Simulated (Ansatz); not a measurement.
```yaml
crystal:
  periodic: [false, false, false]
  atoms:
    - {symbol: Cl, position_ang: [0.000000, 0.000000, -3.382671]}
    - {symbol: Ge, position_ang: [0.000000, 0.000000, -1.098332]}
    - {symbol: Ga, position_ang: [0.000000, 0.000000, 1.314282]}
    - {symbol: H, position_ang: [0.000000, 0.000000, 3.166721]}
basis:
  gaussian: {orbitals: def2-TZVP}
magnetization: {spin_polarized: true, initial_magnetization: 3}
hamiltonian: {xc: pbe0}
relax: {f_tol: 0.004, max_steps: 80}
```

```sh
$ ansatz run in.yaml --threads 1 --pin off --events-out ev --progress --plain --max-ram 2176MiB
```

Steps of the relaxation (energy above the last step; positions in Å, forces in eV/Å):

```
4
step 1, 239.2 meV
Cl    0.000    0.000   -3.383    0.000    0.000    0.693
Ge    0.000    0.000   -1.098    0.000    0.000   -0.747
Ga    0.000    0.000    1.314    0.000    0.000    1.511
H     0.000    0.000    3.167    0.000    0.000   -1.457
```

```
4
step 2, 5.9 meV
Cl    0.000    0.000   -3.300    0.000    0.000    0.103
Ge    0.000    0.000   -1.056    0.000    0.000    0.114
Ga    0.000    0.000    1.385    0.000    0.000   -0.459
H     0.000    0.000    2.971    0.000    0.000    0.242
```

```
4
step 3, 0.0 meV
Cl    0.000    0.000   -3.287    0.000    0.000    0.019
Ge    0.000    0.000   -1.050    0.000    0.000   -0.027
Ga    0.000    0.000    1.364    0.000    0.000    0.032
H     0.000    0.000    2.974    0.000    0.000   -0.025
```

```
4
step 5, 0.0 meV
Cl    0.000    0.000   -3.286    0.000    0.000    0.001
Ge    0.000    0.000   -1.051    0.000    0.000   -0.002
Ga    0.000    0.000    1.365    0.000    0.000    0.000
H     0.000    0.000    2.972    0.000    0.000    0.001
```

Close pairs at the end: Ga3–H4 1.607 Å, Cl1–Ge2 2.235 Å, Ge2–Ga3 2.415 Å.

A stationary point of unrestricted PBE0 after 5 steps, with ⟨S²⟩ = 3.758 against 3.75 for a pure state; no frequencies were run, so it isn't proven a minimum. 53 s on 1 thread of Arm Neoverse V2, shared host.
